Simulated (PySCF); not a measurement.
# C3H5FOS: the cost of one run

Programs: PySCF 2.14.0, with routines of our own; each step states its level. All values are computed. Atoms count from 0.

## 1. The system as given

11 atoms, charge 0, multiplicity 1; geometry from: GFN2-xTB.

## 2. Circular dichroism and optical rotation: TDDFT B3LYP/def2-SVPD

What the job is given:

```
{"job": {"kind": "ecd", "xc": "B3LYP", "basis": "def2-SVPD", "nstates": 16}, "charge": 0, "multiplicity": 1}
O      0.225986     2.054672     1.166412
S      0.221969     1.547709    -0.193895
C     -1.115897     0.238376    -0.295176
C     -0.165170    -0.860757     0.167625
C      1.111809    -0.138914    -0.227810
F      2.162896    -0.272841     0.616115
H     -1.432792     0.134939    -1.329000
H     -1.963533     0.442665     0.350170
H     -0.193207    -0.967036     1.252102
H     -0.308611    -1.840840    -0.288691
H      1.461974    -0.335302    -1.243817
```

With the program's defaults for keys left out, this is: TDDFT B3LYP/def2-SVPD circular dichroism and optical rotation, one conformer, gas phase.

Launch:

```sh
OMP_NUM_THREADS=1 python excited_run.py task.json out
```

The driver reads the jobs from task.json and runs them one after another.

**Question.** How long does this first job take on 1 thread of Arm Neoverse V1, shared host, and how much memory does it need?

About 52 s, with a peak of 0.78 GiB.
